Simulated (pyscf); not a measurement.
•H₂C–F + hydrogen fluoride (HF) -> F–CH₂–F + H atom (H•) (concerted two-bond exchange; doublet surface; C–H, F–H broken, C–H, C–F formed). Single points on ωB97X-D3(BJ)/def2-SVP structures (PySCF, gas phase). MP2 and CC: frozen core, UHF for open shells. ΔMP2 is the change of the MP2 total energy from the triple- to the quadruple-zeta basis. Energies in kJ/mol from the separated reactants.

```tsv
level	barrier	reaction energy
ωB97X-D3(BJ)/def2-TZVP	232.0	+59.4
PBE/def2-TZVP	184.3	+57.9
r²SCAN/def2-TZVP	203.7	+70.5
PBE0-D3(BJ)/def2-TZVP	216.4	+60.4
M06-2X/def2-TZVP	[?]	+57.7
CCSD(T)/def2-TZVPP	258.3	+72.8
CCSD(T)/def2-TZVPP + ΔMP2(QZVPP)	[?]	[?]
```

### Question
What belongs in the gaps?

### Answer

- M06-2X/def2-TZVP, barrier: 237.9
- CCSD(T)/def2-TZVPP + ΔMP2(QZVPP), barrier: 256.5
- CCSD(T)/def2-TZVPP + ΔMP2(QZVPP), reaction energy: +75.9

Another saddle between the same species, by other bonds, lies lower (209.9 kJ/mol against 231.9 kJ/mol at ωB97M-D3(BJ)). The CCSD(T) − MP2 part came from Ansatz, without density fitting, on the same reference.
